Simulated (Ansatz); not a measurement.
in.yaml

```yaml
crystal:
  periodic: [false, false, false]
  atoms:
    - {symbol: Mo, position_ang: [0.000000, 0.000000, 0.000000]}
    - {symbol: H, position_ang: [0.000000, 0.000000, 4.502000]}
basis:
  gaussian: {orbitals: def2-SVP}
total_charge: 1
magnetization: {spin_polarized: false, initial_magnetization: 2}
correlation: {active_space: {window: {electrons: 4, orbitals: 4}, states: [{multiplicity: 3, weights: [1, 1]}], root: 2}}
scf: {lower_state_search: full}
```

```sh
$ ansatz run in.yaml --threads 1 --pin off --events-out ev --progress --plain --max-ram 2393MiB
```

Problem. One thing in this input was set wrong on purpose, beside settings that are merely unusual. What is the gravest fault, and what does the program do?

Solution. Root beyond the states. How the run ends: refused.
```
Error: the active space averages no state 2, counted from zero
```
